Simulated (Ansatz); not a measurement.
**CH5OSi: where a starting geometry ends**

The starting geometry of this gas-phase doublet is a saddle point at B3LYP/6-31G*, pushed by 0.25 Å along its imaginary mode; its bonds are those of `CO[SiH2]`.

```yaml
atoms:
  - { symbol: C, position_ang: [-1.0774, -2.3923, -1.0306] }
  - { symbol: O, position_ang: [-0.0324, -3.2122, -0.5321] }
  - { symbol: Si, position_ang: [1.5002, -2.6507, -0.1216] }
  - { symbol: H, position_ang: [-1.4656, -1.7052, -0.2539] }
  - { symbol: H, position_ang: [-1.9002, -3.0355, -1.3481] }
  - { symbol: H, position_ang: [-0.7429, -1.7854, -1.8936] }
  - { symbol: H, position_ang: [1.9985, -1.6979, -1.2027] }
  - { symbol: H, position_ang: [1.4889, -1.9472, 1.2177] }
```

Question: Predict what becomes of its bonds when it is optimised with B3LYP/6-31G*.

Answer: It keeps its bonds, and is `CO[SiH2]`.

The energy falls by 0.12 eV over 29 steps:

| step | E − E(last) (eV) |
| --- | --- |
| 1 | 0.119 |
| 4 | 0.098 |
| 7 | 0.081 |
| 10 | 0.032 |
| 13 | 0.022 |
| 17 | 0.013 |
| 20 | 0.002 |
| 23 | 0.000 |
| 26 | 0.000 |
| 29 | 0.000 |

Final geometry (Å):

| atom | x (Å) | y (Å) | z (Å) |
| --- | --- | --- | --- |
| C | -1.1498 | -2.2987 | -1.0510 |
| O | -0.2376 | -2.3945 | 0.0319 |
| Si | 1.3901 | -2.7037 | -0.1568 |
| H | -2.0751 | -1.8540 | -0.6730 |
| H | -1.3811 | -3.2904 | -1.4615 |
| H | -0.7607 | -1.6641 | -1.8596 |
| H | 1.9831 | -1.7698 | -1.1754 |
| H | 2.0002 | -2.4512 | 1.1806 |

Frequencies at the end are all real (lowest 104 cm⁻¹). Open shells are spin-unrestricted. Run with Ansatz 0.2.0, 2.1 min on 1 thread of Intel(R) Xeon(R) Platinum 8259CL CPU @ 2.50GHz (Skylake/Cascade Lake), on a shared host.
